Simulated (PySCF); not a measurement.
## How methods differ on the ionisation energy of N

N [He] 2s2 2p3 (4S) → N⁺ [He] 2s2 2p2 (3P), as a difference of total energies. All numbers are calculated (PySCF 2.14, the non-relativistic Hamiltonian (point nucleus), in aug-cc-pV5Z). Correlated levels: valence: 1s2 frozen. The calculations carry no spin-orbit coupling.

**Question.** Order these methods by the ionisation energy they give, lowest first.
A. SCS-MP2 (valence)
B. PBE0
C. PBE
D. UHF

**Answer.** D (13.894 eV), A (14.366 eV), B (14.701 eV), C (14.730 eV).

Errors of the correlated levels include the incompleteness of this basis and the frozen core.

For comparison: 14.545 eV (measured; NIST levels, between the centres of gravity of the two terms).
